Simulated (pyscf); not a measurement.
Single points on ωB97X-D3(BJ)/def2-SVP structures (PySCF, gas phase).

Task: For the elementary gas-phase step cyclic H₁₂Si₉ (SMILES [SiH2]1[Si]2=[Si]3[SiH2][SiH]1[SiH2][SiH]([SiH2]2)[SiH2]3) + disilane (H₃Si–SiH₃) -> cyclic H₁₈Si₁₁ (SMILES [SiH3][SiH2][Si]12[SiH2][SiH]3[SiH2][SiH]([SiH2][SiH]1[SiH2]3)[SiH2]2) (singlet surface; H–Si broken, Si–Si, H–Si formed), what barrier and reaction energy does ωB97M-D3(BJ)/def2-TZVP give, measured from the separated reactants?

Result: ΔE‡ = -6.9 kJ/mol, ΔE = -239.1 kJ/mol. Zero-point energy shifts the barrier by +2.5 kJ/mol. It is an addition across a multiple bond or ene-type step, with an imaginary mode of 320i cm⁻¹. On the reactant side the descent ends in an adduct with a Si–Si, H–Si contact, 37.7 kJ/mol under the separated species and 24.1 kJ/mol under the saddle at ωB97X-D3(BJ)/def2-TZVP. At ωB97M-D3(BJ) the saddle lies under the separated reactants, which points to a path from their complex (located at ωB97X-D3(BJ) alone). What is counted as formed (H–Si) is already present as a longer contact in the reactant adduct; forming that adduct is a step of its own. One saddle was located; it need not be the lowest between these sides. A restricted solution here is unstable towards spin polarisation, so biradical character is likely and single-reference numbers are less safe. The nine-atom cage is a hydrogen-capped model of the (100) dimer, relaxed without constraints.
